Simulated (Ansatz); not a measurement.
Si(CCH)H3 (C₂H₄Si): single points at one geometry.

```yaml
crystal:
  periodic: [false, false, false]
  atoms:
    - {symbol: Si, position_ang: [-0.000645, 0.002799, -1.067845]}
    - {symbol: C, position_ang: [-0.005613, 0.000154, 0.755338]}
    - {symbol: C, position_ang: [-0.000082, -0.004755, 1.961101]}
    - {symbol: H, position_ang: [0.003118, -0.008341, 3.027179]}
    - {symbol: H, position_ang: [1.400860, 0.007863, -1.553484]}
    - {symbol: H, position_ang: [-0.702660, 1.213277, -1.559796]}
    - {symbol: H, position_ang: [-0.694968, -1.211007, -1.562503]}
basis:
  gaussian: {orbitals: def2-TZVP, initial_orbitals: start.molden}
hamiltonian: {xc: {name: LC-wPBE}}
scf: {omitted_lower_state_checks: [starts]}
output: {orbitals: {seedname: orbitals}}
```

The file start.molden holds the orbitals of an earlier run on this structure, at another level or in another basis.

```sh
$ ansatz run in.yaml --threads 4 --pin off --events-out ev --progress --plain --max-ram 3916MiB
```

It prints (some lines left out):

```
Functional definition: LC-wPBE
788 factors; their error is unknown
281 factors; integrals over basis functions are off by at most 6.7e-5 eV
mean field evaluation 1: about -10011.5352 eV, gradient 7.3e0 eV
mean field evaluation 2: about -10011.5986 eV, gradient 8.4e-2 eV
mean field evaluation 4: about -10011.5870 eV, gradient 1.9e-4 eV
mean field -10011.58700656 eV, -367.9190363935 hartree, gradient 2.2e-5 eV, S^2 0.000000; 0 other end points of the search recorded, 0 dependent functions left out
reference -10011.58700656 eV, -367.9190363938 hartree; 15, 15 occupied and 108, 108 virtual orbitals, 788 factors
Total energy: -10011.58700656 eV, -367.9190363938 hartree
Checks for a lower state left out: starts
```

Hardware: 4 threads of Intel Xeon 6975P-C on a shared host. Wall time 0.45 s.

As the first input, with `gaussian: {orbitals: def2-SVP, initial_orbitals: start.molden}`, `hamiltonian: {xc: pbe, dispersion: d4}` (abridged; 0.2 s):

```
Functional definition: PBE
mean field -10003.45193992 eV, -367.6200782088 hartree, gradient 7.7e-5 eV, S^2 0.000000
Total energy: -10003.55989003 eV, -367.6240453022 hartree
Checks for a lower state left out: starts
```

As the first input, with `gaussian: {orbitals: def2-TZVPP, initial_orbitals: start.molden}`, `correlation: {method: ccsd_t}` and without the key `hamiltonian` (abridged; 3.1 s):

```
Functional definition: HF
mean field -9985.95974526 eV, -366.9772519118 hartree, gradient 2.2e-6 eV, S^2 0.000000
7 core orbitals not correlated: weight in the atoms' cores, before any rotation towards them, 1.000 or more for the frozen orbitals, at most 0.000 for the correlated occupied ones
second order -11.65622896 eV of doubles, -0.00000000 eV of singles
cycle   1  -11.97698251 eV  change   -3.2e-1 eV  update   9.0e-2
cycle   2  -12.38951355 eV  change   -4.1e-1 eV  update   2.8e-2
cycle   3  -12.47078778 eV  change   -8.1e-2 eV  update   1.3e-2
cycle   4  -12.47215018 eV  change   -1.4e-3 eV  update   3.5e-3
cycle   5  -12.47364163 eV  change   -1.5e-3 eV  update   1.0e-3
cycle   6  -12.47386947 eV  change   -2.3e-4 eV  update   2.9e-4
cycle   7  -12.47395488 eV  change   -8.5e-5 eV  update   7.8e-5
cycle   8  -12.47401246 eV  change   -5.8e-5 eV  update   2.3e-5
cycle   9  -12.47401615 eV  change   -3.7e-6 eV  update   6.0e-6
perturbative correction -0.58506922 eV, -0.0215008974 hartree
Total energy: -9999.01883064 eV, -367.4571644475 hartree
Checks for a lower state left out: starts
```

The first input with `hamiltonian: {xc: r2scan, dispersion: d4}` (abridged; 0.6 s):

```
Functional definition: r2SCAN
mean field -10013.68247665 eV, -367.9960434990 hartree, gradient 2.3e-5 eV, S^2 0.000000
Total energy: -10013.70796653 eV, -367.9969802349 hartree
Checks for a lower state left out: starts
```

The first input with `gaussian: {orbitals: 6-31G}`, `hamiltonian: {xc: {name: B3LYP}, dispersion: d4}` (abridged; 0.2 s):

```
Functional definition: B3LYP
mean field -10013.42116751 eV, -367.9864405653 hartree, gradient 4.7e-6 eV, S^2 0.000000
Total energy: -10013.59660728 eV, -367.9928878581 hartree
Checks for a lower state left out: starts
```

The first input with `hamiltonian: {xc: hf}` (abridged; 0.2 s):

```
Functional definition: HF
mean field -9985.93681230 eV, -366.9764091411 hartree, gradient 9.9e-6 eV, S^2 0.000000
Total energy: -9985.93681230 eV, -366.9764091411 hartree
Checks for a lower state left out: starts
```

The first input with `hamiltonian: {xc: pbe, dispersion: d4}`, `output: {forces: true, orbitals: {seedname: orbitals}}` (abridged; 0.4 s):

```
Functional definition: PBE
mean field -10008.67373007 eV, -367.8119754574 hartree, gradient 1.5e-5 eV, S^2 0.000000
Total energy: -10008.78168897 eV, -367.8159428736 hartree
Atom 0 force    -0.003728     0.001125     0.081532 eV/Å
Atom 1 force     0.004925     0.000627    -1.032822 eV/Å
Atom 2 force    -0.002286    -0.001064     0.901997 eV/Å
Atom 3 force     0.000707    -0.001006     0.239316 eV/Å
Atom 4 force     0.155699     0.000602    -0.063461 eV/Å
Atom 5 force    -0.078090     0.134563    -0.062922 eV/Å
Atom 6 force    -0.077229    -0.134847    -0.063640 eV/Å
Dipole moment:     0.001284    -0.000625     0.080628 e Å
Checks for a lower state left out: starts
```

Geometry: PBE0-D4/def2-TZVP.

LC-ωPBE has ω = 0.4 bohr⁻¹. B3LYP takes the VWN-RPA correlation. Correlated methods freeze 7 core orbitals.
